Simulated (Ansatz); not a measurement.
Write a Python script for Ansatz 0.2.0, Python API that makes a test of scalar relativity of FS (charge +1). Use (for the species named): PBE0, cc-pVTZ basis, multiplicity 3.

`fs.xyz`
```text
2

S     0.00000    0.00000    0.00000
F     0.00000    0.00000    1.70000
```

`fs.py`:
```python
'''FS(+) with and without the spin-free two-component Hamiltonian.'''

import logging
import sys
import warnings

import ansatz as az
import numpy as np

logging.basicConfig(stream=sys.stdout, format='%(name)s: %(message)s')
logger = logging.getLogger('fs')
logger.setLevel(logging.INFO)

warnings.simplefilter('ignore', az.DeckWarning)

system = az.Crystal.molecule_from_extxyz('fs.xyz')

base = system.calculation()
base = base.functional('PBE0')
base = base.charge(1)
base = base.spin('collinear', total=2)
base = base.forces()
# a set contracted for a scalar-relativistic Hamiltonian goes with the relativistic run
sets = {'none': 'cc-pVTZ', 'scalar': 'cc-pVTZ-DK'}
found = {kind: base.basis(gaussian=basis).pseudopotentials(relativity=kind).run(threads=1, backend='cpu').report for kind, basis in sets.items()}
for kind, each in found.items():
    dipole = 4.803205 * np.linalg.norm(each['charge_distribution']['dipole_moment_e_ang'])
    logger.info(f'{kind:7s} E = {each["free_energy_ev"]:.4f} eV  dipole {dipole:.3f} D  largest force component {np.abs(each["forces_ev_ang"]).max():.4f} eV/A')
logger.info(f'relativity lowers the total energy by {found["none"]["free_energy_ev"] - found["scalar"]["free_energy_ev"]:.3f} eV')
```

```console
$ python fs.py
fs: none    E = -13534.6761 eV  dipole 3.009 D  largest force component 5.2421 eV/A
fs: scalar  E = -13566.7305 eV  dipole 3.019 D  largest force component 5.2211 eV/A
fs: relativity lowers the total energy by 32.054 eV
```

What to keep in mind:
- Total energies depend on the basis set; only differences at equal settings carry meaning.
- The geometry is a force-field or estimated start, not a minimum of this method. The basis set changes with the Hamiltonian (a set recontracted for scalar relativity), and most of the change in the total lies in the cores.
- The run takes the species as open-shell (spin multiplicity 3), which needn't be its ground state.
- An ion's dipole depends on the origin; the program takes it about the centre of nuclear charge.
- The spin state was assumed, and another may lie lower.
- Run time: 2.5 s on 1 thread of Arm Neoverse V2, on a shared host, peak memory 0.18 GiB.
